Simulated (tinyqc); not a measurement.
Coupled-perturbed Hartree-Fock on RHF in the sto-3g basis, for BH3, spin multiplicity 1, step by step (part 1 of 2). Computed by tinyqc, a small Python program that keeps every step (integrals from PySCF). Settings: charge = 0, multiplicity = 1, basis = sto-3g, method = RHF, energy threshold = 1e-10, iteration cap = 72, orthogonalisation = canonical, start = Wolfsberg-Helmholz matrix, DIIS depth = 6. Command: `OMP_NUM_THREADS=1 python tinyqc.py 31584 31585 out.jsonl` (the two numbers bound the seeds that draw the settings). One thread of a shared host (Intel(R) Xeon(R) Processor @ 2.60GHz), about 0.2 s of CPU time with the checks. The early iterations of the SCF are left out here.

## One-electron integrals

Geometry (angstrom):
```
atom,x,y,z
B,0.000000,0.000000,0.002000
H,1.119000,0.000000,0.000000
H,-0.560000,0.969000,0.000000
H,-0.560000,-0.969000,0.000000
```

Basis sto-3g: exponents (1/bohr^2) and contraction coefficients of normalised primitives:
```
element,l (shell),exponent,coefficient
B,s (1),48.791113,0.154329
B,s (1),8.887362,0.535328
B,s (1),2.405267,0.444635
B,s (2),2.236956,-0.099967
B,s (2),0.519821,0.399513
B,s (2),0.169062,0.700115
B,p (3),2.236956,0.155916
B,p (3),0.519821,0.607684
B,p (3),0.169062,0.391957
H,s (1),3.425251,0.154329
H,s (1),0.623914,0.535328
H,s (1),0.168855,0.444635
```

Overlap, kinetic and nuclear-attraction integrals over the contracted functions; the nuclear repulsion is the sum of Za Zb / Rab.

nuclear repulsion = 7.91176476 hartree

overlap S:
```
,1B 1s,1B 2s,1B 2px,1B 2py,1B 2pz,2H 1s,3H 1s,4H 1s
1B 1s,1.000000,0.269328,0.000000,0.000000,0.000000,0.078218,0.078186,0.078186
1B 2s,0.269328,1.000000,0.000000,0.000000,0.000000,0.513069,0.512974,0.512974
1B 2px,0.000000,0.000000,1.000000,0.000000,0.000000,0.511042,-0.255681,-0.255681
1B 2py,0.000000,0.000000,0.000000,1.000000,0.000000,0.000000,0.442419,-0.442419
1B 2pz,0.000000,0.000000,0.000000,0.000000,1.000000,-0.000913,-0.000913,-0.000913
2H 1s,0.078218,0.513069,0.511042,0.000000,-0.000913,1.000000,0.131755,0.131755
3H 1s,0.078186,0.512974,-0.255681,0.442419,-0.000913,0.131755,1.000000,0.131873
4H 1s,0.078186,0.512974,-0.255681,-0.442419,-0.000913,0.131755,0.131873,1.000000
```

kinetic energy T (hartree):
```
,1B 1s,1B 2s,1B 2px,1B 2py,1B 2pz,2H 1s,3H 1s,4H 1s
1B 1s,10.826302,-0.047967,0.000000,0.000000,0.000000,-0.012580,-0.012587,-0.012587
1B 2s,-0.047967,0.359168,0.000000,0.000000,0.000000,0.107188,0.107138,0.107138
1B 2px,0.000000,0.000000,1.123881,0.000000,0.000000,0.267172,-0.133636,-0.133636
1B 2py,0.000000,0.000000,0.000000,1.123881,0.000000,0.000000,0.231238,-0.231238
1B 2pz,0.000000,0.000000,0.000000,0.000000,1.123881,-0.000478,-0.000477,-0.000477
2H 1s,-0.012580,0.107188,0.267172,0.000000,-0.000478,0.760032,-0.009248,-0.009248
3H 1s,-0.012587,0.107138,-0.133636,0.231238,-0.000477,-0.009248,0.760032,-0.009239
4H 1s,-0.012587,0.107138,-0.133636,-0.231238,-0.000477,-0.009248,-0.009239,0.760032
```

nuclear attraction V (hartree):
```
,1B 1s,1B 2s,1B 2px,1B 2py,1B 2pz,2H 1s,3H 1s,4H 1s
1B 1s,-24.565941,-3.521418,0.000009,0.000000,0.000113,-1.033801,-1.033368,-1.033368
1B 2s,-3.521418,-5.124371,0.000094,0.000000,0.000939,-2.353370,-2.352847,-2.352847
1B 2px,0.000009,0.000094,-5.161828,0.000000,0.000000,-2.217484,1.109431,1.109431
1B 2py,0.000000,0.000000,0.000000,-5.161597,0.000000,0.000000,-1.919626,1.919626
1B 2pz,0.000113,0.000939,0.000000,0.000000,-4.960067,0.004179,0.004178,0.004178
2H 1s,-1.033801,-2.353370,-2.217484,0.000000,0.004179,-4.091313,-0.589512,-0.589512
3H 1s,-1.033368,-2.352847,1.109431,-1.919626,0.004178,-0.589512,-4.091053,-0.589942
4H 1s,-1.033368,-2.352847,1.109431,1.919626,0.004178,-0.589512,-0.589942,-4.091053
```

core Hamiltonian H = T + V (hartree):
```
,1B 1s,1B 2s,1B 2px,1B 2py,1B 2pz,2H 1s,3H 1s,4H 1s
1B 1s,-13.739638,-3.569385,0.000009,0.000000,0.000113,-1.046381,-1.045956,-1.045956
1B 2s,-3.569385,-4.765203,0.000094,0.000000,0.000939,-2.246182,-2.245710,-2.245710
1B 2px,0.000009,0.000094,-4.037947,0.000000,0.000000,-1.950312,0.975795,0.975795
1B 2py,0.000000,0.000000,0.000000,-4.037716,0.000000,0.000000,-1.688388,1.688388
1B 2pz,0.000113,0.000939,0.000000,0.000000,-3.836187,0.003702,0.003701,0.003701
2H 1s,-1.046381,-2.246182,-1.950312,0.000000,0.003702,-3.331281,-0.598759,-0.598759
3H 1s,-1.045956,-2.245710,0.975795,-1.688388,0.003701,-0.598759,-3.331021,-0.599181
4H 1s,-1.045956,-2.245710,0.975795,1.688388,0.003701,-0.598759,-0.599181,-3.331021
```

## Two-electron integrals

Functions are numbered as in S; the eight-fold symmetry (ij|kl) = (ji|kl) = (kl|ij) leaves the list below.

Two-electron integrals (ij|kl) in chemists' order, unique and non-zero (hartree):
```
i,j,k,l,(ij|kl)
1,1,1,1,2.923513
2,1,1,1,0.518376
2,1,2,1,0.109262
2,2,1,1,0.744229
2,2,2,1,0.193177
2,2,2,2,0.544804
3,1,3,1,0.020264
3,2,3,1,0.029996
3,2,3,2,0.120346
3,3,1,1,0.742491
3,3,2,1,0.193240
3,3,2,2,0.544682
3,3,3,3,0.586773
4,1,4,1,0.020264
4,2,4,1,0.029996
4,2,4,2,0.120346
4,3,4,3,0.031630
4,4,1,1,0.742491
4,4,2,1,0.193240
4,4,2,2,0.544682
4,4,3,3,0.523513
4,4,4,4,0.586773
5,1,5,1,0.020264
5,2,5,1,0.029996
5,2,5,2,0.120346
5,3,5,3,0.031630
5,4,5,4,0.031630
5,5,1,1,0.742491
5,5,2,1,0.193240
5,5,2,2,0.544682
5,5,3,3,0.523513
5,5,4,4,0.523513
5,5,5,5,0.586773
6,1,1,1,0.150785
6,1,2,1,0.031631
6,1,2,2,0.055964
6,1,3,1,0.002343
6,1,3,2,0.004248
6,1,3,3,0.056548
6,1,4,4,0.055688
6,1,5,1,-4.19e-06
6,1,5,2,-0.000008
6,1,5,3,-1.54e-06
6,1,5,5,0.055688
6,1,6,1,0.009458
6,2,1,1,0.316932
6,2,2,1,0.083279
6,2,2,2,0.253014
6,2,3,1,0.009182
6,2,3,2,0.052527
6,2,3,3,0.266288
6,2,4,4,0.246265
6,2,5,1,-0.000016
6,2,5,2,-0.000094
6,2,5,3,-0.000036
6,2,5,5,0.246265
6,2,6,1,0.025647
6,2,6,2,0.153274
6,3,1,1,0.279886
6,3,2,1,0.074606
6,3,2,2,0.239238
6,3,3,1,0.016167
6,3,3,2,0.086121
6,3,3,3,0.264557
6,3,4,4,0.226456
6,3,5,1,-0.000013
6,3,5,2,-0.000082
6,3,5,3,-0.000050
6,3,5,5,0.226456
6,3,6,1,0.024283
6,3,6,2,0.170405
6,3,6,3,0.204038
6,4,4,1,0.008950
6,4,4,2,0.040129
6,4,4,3,0.010219
6,4,5,4,-0.000018
6,4,6,4,0.018454
6,5,1,1,-0.000500
6,5,2,1,-0.000133
6,5,2,2,-0.000428
6,5,3,1,-0.000013
6,5,3,2,-0.000082
6,5,3,3,-0.000436
6,5,4,4,-0.000405
6,5,5,1,0.008950
6,5,5,2,0.040130
6,5,5,3,0.010219
6,5,5,5,-0.000441
6,5,6,1,-0.000043
6,5,6,2,-0.000305
6,5,6,3,-0.000332
6,5,6,5,0.018455
6,6,1,1,0.462850
6,6,2,1,0.123947
6,6,2,2,0.421658
6,6,3,1,0.018094
6,6,3,2,0.132049
6,6,3,3,0.471790
6,6,4,4,0.396390
6,6,5,1,-0.000032
6,6,5,2,-0.000236
6,6,5,3,-0.000135
6,6,5,5,0.396391
6,6,6,1,0.039157
6,6,6,2,0.313275
6,6,6,3,0.381021
6,6,6,5,-0.000681
6,6,6,6,0.774606
7,1,1,1,0.150722
7,1,2,1,0.031618
7,1,2,2,0.055941
7,1,3,1,-0.001172
7,1,3,2,-0.002125
7,1,3,3,0.055880
7,1,4,1,0.002027
7,1,4,2,0.003677
7,1,4,3,-0.000373
7,1,4,4,0.056310
7,1,5,1,-4.18e-06
7,1,5,2,-0.000008
7,1,5,3,7.69e-07
7,1,5,4,-1.33e-06
7,1,5,5,0.055665
7,1,6,1,0.009012
7,1,6,2,0.023437
7,1,6,3,0.020422
7,1,6,4,0.001024
7,1,6,5,-0.000040
7,1,6,6,0.034543
7,1,7,1,0.009450
7,2,1,1,0.316850
7,2,2,1,0.083258
7,2,2,2,0.252956
7,2,3,1,-0.004593
7,2,3,2,-0.026278
7,2,3,3,0.251221
7,2,4,1,0.007948
7,2,4,2,0.045471
7,2,4,3,-0.008673
7,2,4,4,0.261216
7,2,5,1,-0.000016
7,2,5,2,-0.000094
7,2,5,3,0.000018
7,2,5,4,-0.000031
7,2,5,5,0.246208
7,2,6,1,0.023441
7,2,6,2,0.106800
7,2,6,3,0.093550
7,2,6,4,0.012826
7,2,6,5,-0.000207
7,2,6,6,0.170737
7,2,7,1,0.025631
7,2,7,2,0.153213
7,3,1,1,-0.140020
7,3,2,1,-0.037324
7,3,2,2,-0.119688
7,3,3,1,0.010753
7,3,3,2,0.051631
7,3,3,3,-0.125730
7,3,4,1,-0.003126
7,3,4,2,-0.019922
7,3,4,3,0.012674
7,3,4,4,-0.119918
7,3,5,1,0.000006
7,3,5,2,0.000041
7,3,5,3,-0.000026
7,3,5,4,0.000014
7,3,5,5,-0.113293
7,3,6,1,-0.009334
7,3,6,2,-0.035710
7,3,6,3,-0.020708
7,3,6,4,-0.003117
7,3,6,5,0.000068
7,3,6,6,-0.046633
7,3,7,1,-0.012143
7,3,7,2,-0.085237
7,3,7,3,0.064897
7,4,1,1,0.242285
7,4,2,1,0.064583
7,4,2,2,0.207103
7,4,3,1,-0.003126
7,4,3,2,-0.019922
7,4,3,3,0.199866
7,4,4,1,0.014356
7,4,4,2,0.074591
7,4,4,3,-0.011737
7,4,4,4,0.225193
7,4,5,1,-0.000011
7,4,5,2,-0.000071
7,4,5,3,0.000014
7,4,5,4,-0.000042
7,4,5,5,0.196038
7,4,6,1,0.018198
7,4,6,2,0.087421
7,4,6,3,0.076087
7,4,6,4,0.021465
7,4,6,5,-0.000166
7,4,6,6,0.139491
7,4,7,1,0.021012
7,4,7,2,0.147490
7,4,7,3,-0.080378
7,4,7,4,0.157528
7,5,1,1,-0.000500
7,5,2,1,-0.000133
7,5,2,2,-0.000427
7,5,3,1,0.000006
7,5,3,2,0.000041
7,5,3,3,-0.000413
7,5,4,1,-0.000011
7,5,4,2,-0.000071
7,5,4,3,0.000014
7,5,4,4,-0.000428
7,5,5,1,0.008947
7,5,5,2,0.040118
7,5,5,3,-0.005112
7,5,5,4,0.008846
7,5,5,5,-0.000441
7,5,6,1,-0.000040
7,5,6,2,-0.000207
7,5,6,3,-0.000177
7,5,6,4,-0.000024
7,5,6,5,0.011873
7,5,6,6,-0.000349
7,5,7,1,-0.000043
7,5,7,2,-0.000304
7,5,7,3,0.000166
7,5,7,4,-0.000287
7,5,7,5,0.018446
7,6,1,1,0.079522
7,6,2,1,0.020872
7,6,2,2,0.063870
7,6,3,1,0.000973
7,6,3,2,0.005571
7,6,3,3,0.064512
7,6,4,1,0.001686
7,6,4,2,0.009656
7,6,4,3,0.000391
7,6,4,4,0.064965
7,6,5,1,-0.000007
7,6,5,2,-0.000040
7,6,5,3,-0.000006
7,6,5,4,-0.000010
7,6,5,5,0.062078
7,6,6,1,0.006205
7,6,6,2,0.033643
7,6,6,3,0.034506
7,6,6,4,0.003609
7,6,6,5,-0.000073
7,6,6,6,0.062720
7,6,7,1,0.006202
7,6,7,2,0.033637
7,6,7,3,-0.014141
7,6,7,4,0.031678
7,6,7,5,-0.000073
7,6,7,6,0.009043
7,7,1,1,0.462783
7,7,2,1,0.123929
7,7,2,2,0.421616
7,7,3,1,-0.009051
7,7,3,2,-0.066066
7,7,3,3,0.415226
7,7,4,1,0.015662
7,7,4,2,0.114318
7,7,4,3,-0.032662
7,7,4,4,0.452867
7,7,5,1,-0.000032
7,7,5,2,-0.000236
7,7,5,3,0.000067
7,7,5,4,-0.000117
7,7,5,5,0.396350
7,7,6,1,0.034553
7,7,6,2,0.170760
7,7,6,3,0.144114
7,7,6,4,0.029427
7,7,6,5,-0.000349
7,7,6,6,0.271818
7,7,7,1,0.039135
7,7,7,2,0.313205
7,7,7,3,-0.190619
7,7,7,4,0.329838
7,7,7,5,-0.000681
7,7,7,6,0.062720
7,7,7,7,0.774606
8,1,1,1,0.150722
8,1,2,1,0.031618
8,1,2,2,0.055941
8,1,3,1,-0.001172
8,1,3,2,-0.002125
8,1,3,3,0.055880
8,1,4,1,-0.002027
8,1,4,2,-0.003677
8,1,4,3,0.000373
8,1,4,4,0.056310
8,1,5,1,-4.18e-06
8,1,5,2,-0.000008
8,1,5,3,7.69e-07
8,1,5,4,1.33e-06
8,1,5,5,0.055665
8,1,6,1,0.009012
8,1,6,2,0.023437
8,1,6,3,0.020422
8,1,6,4,-0.001024
8,1,6,5,-0.000040
8,1,6,6,0.034543
8,1,7,1,0.009008
8,1,7,2,0.023433
8,1,7,3,-0.011105
8,1,7,4,0.017168
8,1,7,5,-0.000040
8,1,7,6,0.005770
8,1,7,7,0.034541
8,1,8,1,0.009450
8,2,1,1,0.316850
8,2,2,1,0.083258
8,2,2,2,0.252956
8,2,3,1,-0.004593
8,2,3,2,-0.026278
8,2,3,3,0.251221
8,2,4,1,-0.007948
8,2,4,2,-0.045471
8,2,4,3,0.008673
8,2,4,4,0.261216
8,2,5,1,-0.000016
8,2,5,2,-0.000094
8,2,5,3,0.000018
8,2,5,4,0.000031
8,2,5,5,0.246208
8,2,6,1,0.023441
8,2,6,2,0.106800
8,2,6,3,0.093550
8,2,6,4,-0.012826
8,2,6,5,-0.000207
8,2,6,6,0.170737
8,2,7,1,0.023433
8,2,7,2,0.106796
8,2,7,3,-0.057932
8,2,7,4,0.074589
8,2,7,5,-0.000207
8,2,7,6,0.025414
8,2,7,7,0.170768
8,2,8,1,0.025631
8,2,8,2,0.153213
8,3,1,1,-0.140020
8,3,2,1,-0.037324
8,3,2,2,-0.119688
8,3,3,1,0.010753
8,3,3,2,0.051631
8,3,3,3,-0.125730
8,3,4,1,0.003126
8,3,4,2,0.019922
8,3,4,3,-0.012674
8,3,4,4,-0.119918
8,3,5,1,0.000006
8,3,5,2,0.000041
8,3,5,3,-0.000026
8,3,5,4,-0.000014
8,3,5,5,-0.113293
8,3,6,1,-0.009334
8,3,6,2,-0.035710
8,3,6,3,-0.020708
8,3,6,4,0.003117
8,3,6,5,0.000068
8,3,6,6,-0.046633
8,3,7,1,-0.011105
8,3,7,2,-0.057932
8,3,7,3,0.042588
8,3,7,4,-0.039631
8,3,7,5,0.000110
8,3,7,6,-0.010639
8,3,7,7,-0.097637
8,3,8,1,-0.012143
8,3,8,2,-0.085237
8,3,8,3,0.064897
8,4,1,1,-0.242285
8,4,2,1,-0.064583
8,4,2,2,-0.207103
8,4,3,1,0.003126
8,4,3,2,0.019922
8,4,3,3,-0.199866
8,4,4,1,0.014356
8,4,4,2,0.074591
8,4,4,3,-0.011737
8,4,4,4,-0.225193
8,4,5,1,0.000011
8,4,5,2,0.000071
8,4,5,3,-0.000014
8,4,5,4,-0.000042
8,4,5,5,-0.196038
8,4,6,1,-0.018198
8,4,6,2,-0.087421
8,4,6,3,-0.076087
8,4,6,4,0.021465
8,4,6,5,0.000166
8,4,6,6,-0.139491
8,4,7,1,-0.017168
8,4,7,2,-0.074589
8,4,7,3,0.039631
8,4,7,4,-0.041720
8,4,7,5,0.000142
8,4,7,6,-0.018404
8,4,7,7,-0.110077
8,4,8,1,-0.021012
8,4,8,2,-0.147490
8,4,8,3,0.080378
8,4,8,4,0.157528
8,5,1,1,-0.000500
8,5,2,1,-0.000133
8,5,2,2,-0.000427
8,5,3,1,0.000006
8,5,3,2,0.000041
8,5,3,3,-0.000413
8,5,4,1,0.000011
8,5,4,2,0.000071
8,5,4,3,-0.000014
8,5,4,4,-0.000428
8,5,5,1,0.008947
8,5,5,2,0.040118
8,5,5,3,-0.005112
8,5,5,4,-0.008846
8,5,5,5,-0.000441
8,5,6,1,-0.000040
8,5,6,2,-0.000207
8,5,6,3,-0.000177
8,5,6,4,0.000024
8,5,6,5,0.011873
8,5,6,6,-0.000349
8,5,7,1,-0.000040
8,5,7,2,-0.000207
8,5,7,3,0.000110
8,5,7,4,-0.000142
8,5,7,5,0.011873
8,5,7,6,-0.000054
8,5,7,7,-0.000349
8,5,8,1,-0.000043
8,5,8,2,-0.000304
8,5,8,3,0.000166
8,5,8,4,0.000287
8,5,8,5,0.018446
8,6,1,1,0.079522
8,6,2,1,0.020872
8,6,2,2,0.063870
8,6,3,1,0.000973
8,6,3,2,0.005571
8,6,3,3,0.064512
8,6,4,1,-0.001686
8,6,4,2,-0.009656
8,6,4,3,-0.000391
8,6,4,4,0.064965
8,6,5,1,-0.000007
8,6,5,2,-0.000040
8,6,5,3,-0.000006
8,6,5,4,0.000010
8,6,5,5,0.062078
8,6,6,1,0.006205
8,6,6,2,0.033643
8,6,6,3,0.034506
8,6,6,4,-0.003609
8,6,6,5,-0.000073
8,6,6,6,0.062720
8,6,7,1,0.005770
8,6,7,2,0.025414
8,6,7,3,-0.010639
8,6,7,4,0.018404
8,6,7,5,-0.000054
8,6,7,6,0.007212
8,6,7,7,0.039699
8,6,8,1,0.006202
8,6,8,2,0.033637
8,6,8,3,-0.014141
8,6,8,4,-0.031678
8,6,8,5,-0.000073
8,6,8,6,0.009043
8,7,1,1,0.079571
8,7,2,1,0.020885
8,7,2,2,0.063918
8,7,3,1,-0.001950
8,7,3,2,-0.011168
8,7,3,3,0.065244
8,7,4,4,0.064331
8,7,5,1,-0.000007
8,7,5,2,-0.000040
8,7,5,3,0.000011
8,7,5,5,0.062123
8,7,6,1,0.005776
8,7,6,2,0.025435
8,7,6,3,0.021272
8,7,6,5,-0.000054
8,7,6,6,0.039726
8,7,7,1,0.006206
8,7,7,2,0.033668
8,7,7,3,-0.020411
8,7,7,4,0.028096
8,7,7,5,-0.000073
8,7,7,6,0.007218
8,7,7,7,0.062786
8,7,8,1,0.006206
8,7,8,2,0.033668
8,7,8,3,-0.020411
8,7,8,4,-0.028096
8,7,8,5,-0.000073
8,7,8,6,0.007218
8,7,8,7,0.009060
8,8,1,1,0.462783
8,8,2,1,0.123929
8,8,2,2,0.421616
8,8,3,1,-0.009051
8,8,3,2,-0.066066
8,8,3,3,0.415226
8,8,4,1,-0.015662
8,8,4,2,-0.114318
8,8,4,3,0.032662
8,8,4,4,0.452867
8,8,5,1,-0.000032
8,8,5,2,-0.000236
8,8,5,3,0.000067
8,8,5,4,0.000117
8,8,5,5,0.396350
8,8,6,1,0.034553
8,8,6,2,0.170760
8,8,6,3,0.144114
8,8,6,4,-0.029427
8,8,6,5,-0.000349
8,8,6,6,0.271818
8,8,7,1,0.034541
8,8,7,2,0.170768
8,8,7,3,-0.097637
8,8,7,4,0.110077
8,8,7,5,-0.000349
8,8,7,6,0.039699
8,8,7,7,0.271893
8,8,8,1,0.039135
8,8,8,2,0.313205
8,8,8,3,-0.190619
8,8,8,4,-0.329838
8,8,8,5,-0.000681
8,8,8,6,0.062720
8,8,8,7,0.062786
8,8,8,8,0.774606
```

## Orthogonalisation

S = U s U^T; canonical form X = U s^(-1/2), so that X^T S X = 1. Each column of U has its largest component positive (the first on a tie).

eigenvalues of S: 0.215544  0.304661  0.304923  0.947076  1.000004  1.563204  1.563623  2.100965

X:
```
,1,2,3,4,5,6,7,8
1B 1s,-0.331238,-0.000029,0.000000,0.983149,0.008281,0.000000,0.000100,0.170193
1B 2s,1.644309,0.000232,0.000000,-0.044672,0.001262,0.000000,0.000148,0.444618
1B 2px,-0.000346,1.212214,0.000000,-0.000072,-0.000001,0.000000,0.594328,-0.000111
1B 2py,0.000000,0.000000,1.211571,0.000000,0.000000,0.594456,0.000000,0.000000
1B 2pz,-0.002725,-0.000001,0.000000,-0.008827,0.999960,0.000000,0.000000,-0.000717
2H 1s,-0.780130,-1.099386,0.000000,-0.170581,-0.001450,0.000000,0.436904,0.288244
3H 1s,-0.780172,0.549645,-0.951739,-0.170482,-0.001449,0.378374,-0.218437,0.288302
4H 1s,-0.780172,0.549645,0.951739,-0.170482,-0.001449,-0.378374,-0.218437,0.288302
```

## Iteration 6 (converged): orbitals

converged F (hartree):
```
,1B 1s,1B 2s,1B 2px,1B 2py,1B 2pz,2H 1s,3H 1s,4H 1s
1B 1s,-7.407067,-2.177072,0.000000,0.000000,-0.000036,-0.646143,-0.645885,-0.645885
1B 2s,-2.177072,-1.131048,0.000018,0.000000,0.000673,-0.623799,-0.623649,-0.623649
1B 2px,0.000000,0.000018,-0.243296,0.000000,0.000000,-0.408544,0.204390,0.204390
1B 2py,0.000000,0.000000,0.000000,-0.243027,0.000000,0.000000,-0.353708,0.353708
1B 2pz,-0.000036,0.000673,0.000000,0.000000,0.234799,0.000596,0.000596,0.000596
2H 1s,-0.646143,-0.623799,-0.408544,0.000000,0.000596,-0.454574,-0.197492,-0.197492
3H 1s,-0.645885,-0.623649,0.204390,-0.353708,0.000596,-0.197492,-0.454410,-0.197605
4H 1s,-0.645885,-0.623649,0.204390,0.353708,0.000596,-0.197492,-0.197605,-0.454410
```

Diagonalise F' = X^T F X, C = X C', fill 4 alpha and 4 beta electrons from the bottom; D = 2 C_occ C_occ^T. Each column has its largest component positive (the first on a tie).

F' = X^T F X (hartree):
```
,1,2,3,4,5,6,7,8
1,0.748557,-0.000118,0.000000,0.440895,0.003329,0.000000,0.000064,0.079677
2,-0.000118,0.810120,0.000000,0.000035,0.000000,0.000000,0.085781,0.000013
3,0.000000,0.000000,0.809470,0.000000,0.000000,0.085857,0.000000,0.000000
4,0.440895,0.000035,0.000000,-6.423399,-0.059432,0.000000,-0.001022,-2.353813
5,0.003329,0.000000,0.000000,-0.059432,0.234269,0.000000,-0.000009,-0.021477
6,0.000000,0.000000,0.085857,0.000000,0.000000,-0.477646,0.000000,0.000000
7,0.000064,0.085781,0.000000,-0.001022,-0.000009,0.000000,-0.477847,-0.000448
8,0.079677,0.000013,0.000000,-2.353813,-0.021477,0.000000,-0.000448,-1.649247
```

orbital energies (hartree): MO1 -7.412772, MO2 -0.689902, MO3 -0.483535, MO4 -0.483348, MO5 0.234799, MO6 0.778053, MO7 0.815172, MO8 0.815808

coefficients C:
```
,MO1,MO2,MO3,MO4,MO5,MO6,MO7,MO8
1B 1s,0.990759,-0.232166,-0.000025,0.000000,-0.000680,-0.264251,0.000000,0.000777
1B 2s,0.038710,0.532634,0.000039,0.000000,0.003136,1.618087,0.000000,-0.004667
1B 2px,-0.000003,-0.000021,0.512821,0.000000,0.000000,0.003445,0.000000,1.248876
1B 2py,0.000000,0.000000,0.000000,0.512865,0.000000,0.000000,1.248300,0.000000
1B 2pz,-0.000015,-0.000366,0.000000,0.000000,0.999996,-0.003760,0.000000,0.000010
2H 1s,-0.006734,0.280942,0.508659,0.000000,-0.000935,-0.804380,0.000000,-1.065639
3H 1s,-0.006735,0.280867,-0.254352,0.440609,-0.000934,-0.799570,-0.924574,0.536412
4H 1s,-0.006735,0.280867,-0.254352,-0.440609,-0.000934,-0.799570,0.924574,0.536412
```

D after iteration 6:
```
,1B 1s,1B 2s,1B 2px,1B 2py,1B 2pz,2H 1s,3H 1s,4H 1s
1B 1s,2.071010,-0.170615,-0.000021,0.000000,0.000140,-0.143819,-0.143748,-0.143748
1B 2s,-0.170615,0.570394,0.000017,0.000000,-0.000391,0.298797,0.298658,0.298658
1B 2px,-0.000021,0.000017,0.525970,0.000000,0.000000,0.521690,-0.260886,-0.260886
1B 2py,0.000000,0.000000,0.000000,0.526062,0.000000,0.000000,0.451946,-0.451946
1B 2pz,0.000140,-0.000391,0.000000,0.000000,0.000000,-0.000205,-0.000205,-0.000205
2H 1s,-0.143819,0.298797,0.521690,0.000000,-0.000205,0.675416,-0.100851,-0.100851
3H 1s,-0.143748,0.298658,-0.260886,0.451946,-0.000205,-0.100851,0.675526,-0.101019
4H 1s,-0.143748,0.298658,-0.260886,-0.451946,-0.000205,-0.100851,-0.101019,0.675526
```

## Convergence

Stop when the energy changes by less than 1e-10 hartree and every element of the error matrix X^T (F D S - S D F) X is below 3e-06.

Course of the cycle:
```
iteration,E (hartree),change,largest element of the error matrix
1,-25.98303900,-,2.97e-01
2,-26.06594399,-8.29e-02,5.23e-02
3,-26.06718472,-1.24e-03,6.75e-03
4,-26.06722098,-3.63e-05,7.30e-04
5,-26.06722137,-3.84e-07,1.47e-06
6,-26.06722137,-2.87e-12,1.11e-07
```

PySCF RHF in the same basis = -26.06722137 hartree

Converged in 6 iterations.
